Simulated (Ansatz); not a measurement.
# BH3, triplet: breathe scan

Starting geometry (PBE0/def2-TZVP stationary point for this spin, not checked as a minimum):

| atom | x (Å) | y (Å) | z (Å) |
| --- | --- | --- | --- |
| B | -0.1149 | 0.0000 | 0.0891 |
| H | 0.3114 | 0.5391 | -0.9919 |
| H | 0.6095 | 0.0000 | 1.0286 |
| H | 0.3113 | -0.5391 | -0.9919 |

From there all distances are scaled together; atoms are numbered as listed. Energies are in kJ/mol, counted from the starting geometry at the same level. Kohn–Sham curves are unrestricted where that lies lower.

Basis cc-pVDZ; Ansatz 0.2.0. Correlated methods freeze the noble-gas cores. R marks a restricted (for open shells ROHF) determinant, U an unrestricted one. Active spaces: valence = (6e, 7o) chosen from the atoms' valence shells.

Unrestricted rows (U, and Kohn–Sham where it breaks symmetry) aren't spin-pure: their determinants' ⟨S²⟩ exceeds S(S+1) by up to 0.92, so they mix in states of higher spin. Runs in a small pair space aren't shown, since their orbitals change along the scan. A value is left out where its run failed or describes another state than the reference as far as symmetry and spin tell, or, spin-broken singlets apart, can't be checked.

Full CI is exact within this basis and frozen core; it isn't the basis-set limit. The frozen core follows each run's orbitals, which can shift R against U totals by a few meV.

```csv
scale of all distances,full CI,curve A,curve B,curve C,curve D
0.886,88.3,84.0,88.0,89.1,83.3
1.000,0.0,0.0,0.0,0.0,0.0
1.114,31.6,32.7,32.0,29.7,37.8
1.306,192.7,193.7,194.6,185.8,215.7
1.484,361.1,367.1,365.9,348.7,421.4
1.769,557.8,590.7,–,538.4,651.9
1.990,640.0,696.4,656.3,618.2,709.2
2.374,706.0,782.4,707.9,–,732.2
```

Q: The curves come from NEVPT2 (valence space), RCCSD(T), UMP2, r2SCAN. Compare each with full CI and say which is which.

A: A: r2SCAN, B: RCCSD(T), C: NEVPT2 (valence space), D: UMP2. Spread of the error against full CI, over the points where both stand: A 80.7, B 16.6, C 22.6, D 99.1 kJ/mol. r2SCAN at 2.374 lies 76.4 kJ/mol (11 %) above the reference in this basis. The program flagged some runs of RCCSD(T) as in doubt.

In so small a basis the reference is far from its limit while semilocal and hybrid functionals are nearer theirs, so the functionals' errors here hold much of the reference's basis and frozen-core error, which can add to them or hide them.
